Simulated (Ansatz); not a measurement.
Structure optimisation: niobium, bcc

Method: DFT, PBE, plane waves (420 eV) with PAW, scalar-relativistic in Ansatz.

k-point mesh 13×13×13, Fermi-Dirac smearing 0.05 eV, starting moments 1.00 μB. Cell and atoms relax.

Starting structure:

```
CELL_PARAMETERS angstrom
-1.65020 1.65020 1.65020
1.65020 -1.65020 1.65020
1.65020 1.65020 -1.65020
ATOMIC_POSITIONS crystal
Nb 0.00000 0.00000 0.00000
```

**Question.** What cell does the relaxation end in?

**Answer.** Im-3m with a = 3.307 Å; 18.09 Å³ per atom against 17.98 at the start (0.6 %).

**Question.** How much energy does the relaxation gain?

**Answer.** 0.3 meV per atom.

Path of the relaxation (the plane waves are chosen anew near the end, which can shift the energy a little):

```csv
step,E − E(final) (meV/atom),V (Å³/atom),P (GPa),max force (eV/Å)
0,0.34,17.975,1.03,0.000
1,0.02,18.085,-0.02,0.000
2,0.00,18.085,-0.02,0.000
```

**Question.** Which magnetic state does it end in?

**Answer.** non-magnetic.
